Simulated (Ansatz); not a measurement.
# SiH2O (triplet): wave-function methods side by side at distance O1–H3 along a hydrogen transfer = 0.960 Å, cc-pVTZ

An exercise on one series of results from a longer session: the logs are not shown, and one member is left open.

Computed with Ansatz 0.2.0, Gaussian basis. Level: cc-pVTZ, core rule «outside noble gas», up to 6 orbitals frozen.

To be run: UHF; CCSD(T) on ROHF; CCSD(T) on UHF; BCCD(T) on ROHF; CISD; CCSDT(Q) on ROHF; CCSDT(Q) on UHF; CASSCF and NEVPT2, 4 electrons in 4 orbitals.

4 further runs of the same task are left out: 4 for a known fault of the program.

## The geometry

The geometry derives from fragments relaxed apart (PBE0/def2-TZVP) and kept rigid, so it is no stationary point. A hydrogen atom is moved between rigid fragments.

4 atoms, charge 0, spin multiplicity 3.

Atoms are counted from 1 here; the program's logs count them from 0.

Bond lengths: O1–H2 0.960 Å, O1–H3 0.960 Å. Angles: H2–O1–H3 105.1°.

The first run:

The input, in.yaml:

```yaml
crystal:
  periodic: [false, false, false]
  atoms:
    - {symbol: O, position_ang: [-0.943555, -0.231644, 0.000000]}
    - {symbol: H, position_ang: [-1.192864, 0.694932, 0.000000]}
    - {symbol: H, position_ang: [0.015974, -0.231644, 0.000000]}
    - {symbol: Si, position_ang: [2.120445, -0.231644, 0.000000]}
basis:
  gaussian: {orbitals: cc-pVTZ}
magnetization: {spin_polarized: true, initial_magnetization: 2}
hamiltonian: {xc: hf}
output: {orbitals: {seedname: orbitals}}
```

Run with:

```
> ansatz run in.yaml --threads 1 --pin off --events-out ev --progress --plain --max-ram 4096MiB --backend cpu
```

Among the steps run: UHF; CCSD(T) on ROHF; CCSD(T) on UHF; BCCD(T) on ROHF; CISD; CCSDT(Q) on ROHF; CCSDT(Q) on UHF; CASSCF and NEVPT2, 4 electrons in 4 orbitals.

One of the session's tables, all rows but one given; the rest of the session is left out.

It belongs to the step «Misses and costs». 

```
     method  from UCCSDT(Q) (meV)
       ROHF               +9937.7
        UHF               +9812.8
       RMP2                +952.4
       UMP2                +958.8
       CISD                     ?
      RCCSD                +350.0
      UCCSD                +343.6
   RCCSD(T)                 +37.7
   UCCSD(T)                 +36.5
    BCCD(T)                 +37.1
     RCCSDT                 +15.5
     UCCSDT                 +13.9
  RCCSDT(Q)                  +2.0
  UCCSDT(Q)                     0
CASSCF pair               +9367.0
NEVPT2 pair               +1003.6
```

Q: Estimate the row for CISD from the others.

As computed: from UCCSDT(Q) (meV): +1134.6. In the column «from UCCSDT(Q) (meV)» it lies between NEVPT2 pair (+1003.6) and CASSCF pair (+9367.0).

Limits of these values: Restricted and unrestricted rows rest on different reference determinants; where their highest levels disagree by more than a few hundredths of an eV, they describe different states and don't form one ladder.
